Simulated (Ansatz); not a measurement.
# How methods differ on BF2 (SMILES F[B]F)

BF2: 3 atoms, total charge 0, spin state doublet. SMILES: `F[B]F`. Geometry: relaxed at PBE0-D4/def2-TZVP.

```xyz
3

F     0.5131   -1.0443    0.1600
B     0.2790    0.2405    0.1813
F    -0.8029    0.7389   -0.3546
```

Each level gives the energy change with the B2–F3 bond stretched from 1.306 to 1.959 Å (eV). The values are calculated.

```tsv
level	kind	program	value (eV)	less FCI/STO-3G	CPU time (all runs)
UHF/STO-3G	Hartree–Fock	Ansatz	3.43	+0.18	0.22 s
USVWN5/STO-3G	LDA	Ansatz	3.73	+0.48	1.1 s
UPBE/STO-3G	GGA	Ansatz	3.30	+0.05	2.1 s
U-r2SCAN/STO-3G	meta-GGA	Ansatz	3.54	+0.29	3.8 s
UB3LYP/STO-3G	global hybrid	Ansatz	3.51	+0.26	1.6 s
UPBE0/STO-3G	global hybrid	Ansatz	3.68	+0.43	1.5 s
U-wB97M-V/STO-3G	range-separated hybrid	Ansatz	3.68	+0.43	15 s
UCCSDT/STO-3G	coupled cluster or CI	Ansatz	3.27	+0.02	2.2 s
FCI/STO-3G	exact in the basis	Ansatz	3.25	0.00	1.2 s
```

FCI/STO-3G is exact within its basis and frozen core, so for wave-function methods in that basis the difference is their error; functionals converge differently with the basis, so for them it is only a difference. The first shape isn't each level's own minimum. The values span 3.25 to 3.73 eV. Spin contamination of the reference (⟨S²⟩ at least 0.1 too high) touches UHF/STO-3G, UCCSDT/STO-3G. All rows use very small basis sets, so even the best lies far from the true value. CPU times are rough (shared hosts, several kinds of processor): they show what a rung costs within a factor of a few.
